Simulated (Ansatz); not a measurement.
BH3SSi, SMILES B1[SiH2]S1, vertical and adiabatic energies of changing the electron count

With Ansatz 0.2.0 through its Python package.

Run as a notebook:

**Cell 1**
```python
import itertools

import ansatz
from ase.data import atomic_numbers, covalent_radii
import numpy as np
```

**Cell 2**
```python
GEOMETRY = """
B    -0.81210   -0.90860   -0.13650
Si    0.43050    0.62220    0.19940
S     0.95010   -1.28870    0.36250
H    -1.65960   -1.08580   -0.91240
H     0.92100    1.27280   -1.04140
H     0.21220    1.32400    1.48210
"""
```

**Cell 3**
```python
geometry = ansatz.Crystal.molecule()
for line in GEOMETRY.strip().splitlines():
    symbol, *xyz = line.split()
    geometry = geometry.atom(symbol, [float(v) for v in xyz])
```

**Cell 4**
```python
calc = (
    geometry.calculation()
    .basis(gaussian="def2-SVP")
    .functional("PBE")
)
symbols = [site.symbol for site in geometry.cartesian_sites]
start = np.array([site.position_ang for site in geometry.cartesian_sites], dtype=float)
report = calc.relax(force_tolerance=0.01).run(threads=1).report
end = np.array(report["positions_ang"])
```

**Cell 5**
```python
minimum = ansatz.Crystal.molecule()
for symbol, place in zip(symbols, end):
    minimum = minimum.atom(symbol, place.tolist())
ion = minimum.calculation().basis(gaussian="def2-SVP").functional("PBE").charge(1).spin("collinear", total=1)
vertical = ion.run(threads=1).report
settled = ion.relax(force_tolerance=0.01, max_steps=80).run(threads=1).report
print(f"vertical ionisation energy   {vertical['free_energy_ev'] - report['free_energy_ev']:.3f} eV")
print(f"adiabatic, no zero point     {settled['free_energy_ev'] - report['free_energy_ev']:.3f} eV")
print(f"relaxation energy of the ion {vertical['free_energy_ev'] - settled['free_energy_ev']:.3f} eV")
ionised = np.array(settled["positions_ang"])
radius = [covalent_radii[atomic_numbers[s]] for s in symbols]
span = lambda where, i, j: np.linalg.norm(where[i] - where[j])
bonded = [(i, j) for i, j in itertools.combinations(range(len(symbols)), 2) if min(span(end, i, j), span(ionised, i, j)) < 1.2 * (radius[i] + radius[j])]
print("pair        before    after (A)")
for i, j in bonded:
    print(f"{symbols[i]}{i}-{symbols[j]}{j}".ljust(10), f"{span(end, i, j):8.4f} {span(ionised, i, j):8.4f}")
```
Output:
```text
vertical ionisation energy   9.445 eV
adiabatic, no zero point     8.882 eV
relaxation energy of the ion 0.563 eV
pair        before    after (A)
B0-Si1       1.9497   2.1803
B0-S2        1.7761   1.7108
B0-H3        1.2060   1.2019
Si1-S2       2.2245   2.2099
Si1-H4       1.5007   1.4895
Si1-H5       1.5007   1.4895
```

The energies are electronic: no zero-point or thermal terms, and the basis set is short of its limit. The product may relax into another structure. Each relaxation finds its nearest minimum, which needn't be the lowest. The whole script took 62 s on 1 thread of Arm Neoverse N1 (shared host), peak memory 0.23 GiB.
